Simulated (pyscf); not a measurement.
A first-order saddle from PySCF, ωB97X-D3(BJ)/def2-SVP:

```
C
H 1 1.1004
H 1 1.1036 2 109.12
H 1 1.1082 2 109.35 3 112.38
H 1 1.4798 2 104.63 3 -166.24
Cl 5 1.4951 1 163.17 2 78.75
Si 5 1.9107 1 73.57 2 106.39
Cl 7 2.1064 5 93.53 1 93.88
```

Surface: singlet, charge 0. Lowest wavenumbers (cm⁻¹): 1045i, 138, 178, 240, 330.

Task: Name the species on either side of this saddle.

Result: H₃C–Si:–Cl [singlet] + hydrogen chloride (HCl) <-> methane (CH₄) + dichlorosilylene (Cl–Si:–Cl) [singlet], a four-centre exchange read from left to right: C–Si, Cl–H broken and C–H, Cl–Si formed. At CCSD(T)/def2-TZVPP + ΔMP2(QZVPP) it lies +12.5 kcal/mol from the left side and +45.8 kcal/mol from the right (each side as separated species at their lowest minima found). On the reactant side the descent ends in a complex, 5.8 kcal/mol under the separated species and 14.1 kcal/mol under the saddle at ωB97X-D3(BJ)/def2-TZVP. At ωB97X-D3(BJ) the barrier from the zero used here is 8.3 kcal/mol. This is the saddle that the search found; another between the same sides may lie lower. The CCSD(T) − MP2 part came from Ansatz, without density fitting, on the same reference.
